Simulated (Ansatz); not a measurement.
The input, for Ansatz 0.2.0:

```yaml
crystal:
  periodic: [false, false, false]
  atoms:
    - {symbol: Sn, position_ang: [0.000882, -0.000032, 0.001350]}
    - {symbol: H, position_ang: [0.576157, 1.135430, 1.140485]}
    - {symbol: H, position_ang: [-0.534073, -1.105191, 1.098141]}
    - {symbol: H, position_ang: [-0.629028, 1.129569, -1.176177]}
    - {symbol: H, position_ang: [0.483093, -1.156028, -1.221387]}
basis:
  gaussian: {orbitals: def2-SVP}
total_charge: 1
magnetization: {spin_polarized: true, initial_magnetization: 1}
hamiltonian: {xc: hf}
output: {orbitals: {seedname: orbitals}}
```

```sh
$ ansatz run in.yaml --threads 1 --pin off --events-out ev --progress --plain --max-ram 2393MiB
```

Problem. Roughly how long does this take on 1 thread of Arm Neoverse V2, shared host, and how much host memory?

Solution. 0.63 s wall and 0.08 GiB.

```
546 factors; integrals over basis functions are off by at most 4.0e-4 eV
mean field evaluation 1: about -5856.3919 eV, gradient 6.1e0 eV
mean field evaluation 2: about -5856.3984 eV, gradient 6.1e0 eV
mean field evaluation 4: about -5856.9304 eV, gradient 1.0e0 eV
mean field evaluation 8: about -5856.9842 eV, gradient 1.2e-1 eV
mean field evaluation 16: about -5849.3754 eV, gradient 2.0e1 eV
mean field evaluation 32: about -5850.1121 eV, gradient 1.9e1 eV
mean field evaluation 64: about -5856.6856 eV, gradient 1.2e0 eV
mean field evaluation 96: about -5856.9846 eV, gradient 9.3e-4 eV
mean field -5856.98456276 eV, -215.2402126746 hartree, gradient 8.9e-6 eV, S^2 0.811582; 1 other end points of the search recorded, 0 dependent functions left out
reference -5856.98456276 eV, -215.2402126746 hartree; 13, 12 occupied and 33, 34 virtual orbitals, 546 factors
Total energy: -5856.98456276 eV, -215.2402126746 hartree
```
